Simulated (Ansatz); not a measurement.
**HCl ··· HCN**

The pair of HCl (SMILES Cl, atoms 1–2) and HCN (SMILES C#N, atoms 3–5), both closed shells, in one local arrangement (a lower one may exist), relaxed at PBE0-D4/def2-TZVP:

```
atom    x (Å)    y (Å)    z (Å)
 Cl1  -0.1817  -0.3651  -2.1968
  H2   0.1163   0.8655  -2.3876
  C3   0.0190  -0.1739   1.5046
  N4   0.1186   0.0400   2.6260
  H5  -0.0723  -0.3664   0.4539
```

Program: Ansatz 0.2.0. Basis: def2-TZVPPD, with def2-QZVPPD for the basis limit. Cores are frozen in the correlated methods. B3LYP uses VWN-RPA correlation. Extrapolation: Hartree–Fock as exp(−7.88 √X), correlation as X^−2.97. Interaction energies count from these two fragments, frozen as in the pair, with the counterpoise correction; negative means bound.

**Question.** What is the interaction energy by CCSD(T) at an estimated basis limit (MP2 extrapolated from triple and quadruple zeta, plus CCSD(T) − MP2 in triple zeta)? (Judge from chemistry; the value comes from the calculation.)

**Answer.** The calculation gives: -7.0 kJ/mol. Hartree–Fock alone gives -3.2 kJ/mol at the basis limit. It counts from the two fragments frozen as in the pair.

The same quantity by other methods in triple zeta, and each one's difference from that estimate:
| method | E_int (kJ/mol) | difference |
| --- | --- | --- |
| PBE-D4 | -8.2 | -1.3 |
| revPBE-D4 | -6.9 | 0.1 |
| BLYP-D4 | -6.8 | 0.2 |
| r2SCAN-D4 | -6.4 | 0.6 |
| B97M-V | -7.4 | -0.4 |
| PBE0-D4 | -7.9 | -1.0 |
| B3LYP-D4 | -7.4 | -0.4 |
| HSE06-D4 | -8.0 | -1.0 |
| wB97X-V | -7.0 | -0.1 |
| wB97M-V | -6.8 | 0.1 |
| B2PLYP | -5.5 | 1.5 |
| HF | -3.0 | 3.9 |
| MP2 | -6.4 | 0.5 |
| CCSD | -5.4 | 1.5 |
| CCSD(T) | -6.0 | 1.0 |
Differences are method less estimate.

**Question.** Which atoms make the shortest contact between the fragments?

**Answer.** Cl1 and H5, 2.65 Å apart.

Basis-set superposition shift (counterpoise-corrected less uncorrected): CCSD(T) 1.4; MP2 1.3; HF 0.2; PBE0-D4 0.2; wB97M-V 0.2 kJ/mol.

T1 diagnostic: at most 0.015.

For scale, one of the runs: CCSD(T)/def2-TZVPPD, 159 basis functions, launched by `ansatz run in.yaml --threads 2 --pin off --events-out ev --progress --plain --max-ram 5222MiB`. The run took 14 s on 2 CPU threads of an Intel Xeon Platinum 8259CL (shared host), with 1.1 GiB of host memory at its peak.
